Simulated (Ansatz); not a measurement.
Molecule: thiophene, C$_{4}$H$_{4}$S, net charge 0, singlet state. 
Geometry from a B3LYP-D3(BJ)/def2-TZVP (Ansatz, an electronic-structure program) optimisation:
```xyz
9

S     -0.0075     0.0093     1.1889
C     -0.0031     1.2348    -0.0155
C      0.0032    -1.2349     0.0038
C      0.0061     0.7012    -1.2720
C      0.0098    -0.7210    -1.2609
H     -0.0076     2.2744     0.2670
H      0.0041    -2.2700     0.3026
H      0.0102     1.2987    -2.1721
H      0.0169    -1.3325    -2.1515
```

Basis-set convergence of Hartree-Fock and CCSD correlation energies (hartree) with Ansatz. Valence correlation only, unless marked. Spin-orbit coupling is left out. Non-relativistic.

The Hartree-Fock reference is unstable (checked in the largest basis), which strains HF and MP2. 

| basis | functions | E(HF) | E(corr, CCSD) |
|---|---|---|---|
| cc-pV(D+d)Z | 99 | -551.32709 | -0.69677 |
| cc-pV(T+d)Z | 215 | [?] | [?] |

What belongs in the gaps?


- cc-pV(T+d)Z, E(HF): -551.38246
- cc-pV(T+d)Z, E(corr, CCSD): -0.83673
